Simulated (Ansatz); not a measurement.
# BH3O2: the cost of one run

All numbers below are computed with Ansatz 0.2.0 (RKS B3LYP-D4/def2-SVP).

## 1. The structure to begin with

Bond lengths: B1–O3 1.610 Å, O3–H4 1.010 Å, B1–O5 1.410 Å, O5–H6 1.010 Å. Angles: B1–O3–H4 106.4°, O3–B1–O5 155.0°, B1–O5–H6 109.5°.

Coordinates:

```xyz
6

B     0.0000    0.0000    0.0000
H     0.7099    0.0000    1.1951
O     1.6038    0.0000    0.1408
H     1.9037   -0.9519   -0.0141
O    -1.2211    0.0000   -0.7050
H    -1.7308   -0.8467   -0.4965
```

## 2. A restrained relaxation towards end A

Springs on the bonds that form and break draw the guess towards this end; the thresholds are loose.

The input, input.yaml:

```yaml
crystal:
  periodic: [false, false, false]
  atoms:
    - { symbol: B, position_ang: [0.0, 0.0, 0.0] }
    - { symbol: H, position_ang: [0.7099, 0.0, 1.1951] }
    - { symbol: O, position_ang: [1.6038, 0.0, 0.1408] }
    - { symbol: H, position_ang: [1.9037, -0.9519, -0.0141] }
    - { symbol: O, position_ang: [-1.2211, 0.0, -0.705] }
    - { symbol: H, position_ang: [-1.7308, -0.8467, -0.4965] }
basis:
  gaussian: { orbitals: def2-SVP }
hamiltonian:
  xc: b3lyp
  dispersion: d4
relax:
  f_tol: 0.15
  max_steps: 25
  restrain:
    - { distance: [1, 2], at: 2.21, k: 30.0 }
    - { distance: [0, 1], at: 1.19, k: 30.0 }
    - { distance: [0, 2], at: 1.41, k: 30.0 }
```

Run with:

```bash
$ ansatz run input.yaml --threads 1 --pin off --max-ram 2048MiB --backend cpu --events-out ev --progress --plain --runs-dir out
```

**Question.** How long does this run take on 1 thread of Arm Neoverse V2, shared host, and how much memory does it need?

About 9.1 s, with a peak of 0.11 GiB.
